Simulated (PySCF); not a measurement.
H3Si, SMILES [SiH3] (connectivity only; charge and spin as stated), charge +1, multiplicity 1.

The structure is a stationary point at B3LYP-D3(BJ)/def2-TZVPD. The spin state was assumed, not searched. The isomer is the one that the SMILES or the coordinates give; other isomers of the formula were not compared.

These are PBE/def2-TZVPD (PySCF) values and carry that method's errors.

Symmetry labels are those of the subgroup C2v that the program uses (full group D3h).

Computed valence orbital energies around the gap with their symmetry:
```csv
orbital,symmetry,energy (eV)
HOMO−7,A1,-1789.07
HOMO−6,A1,-146.69
HOMO−5,B2,-103.71
HOMO−4,B1,-103.28
HOMO−3,A1,-103.28
HOMO−2,A1,-20.94
HOMO−1,B1,-16.34
HOMO,A1,-16.34
LUMO,B2,-11.26
LUMO+1,A1,-7.15
LUMO+2,A1,-6.14
LUMO+3,B1,-6.14
```
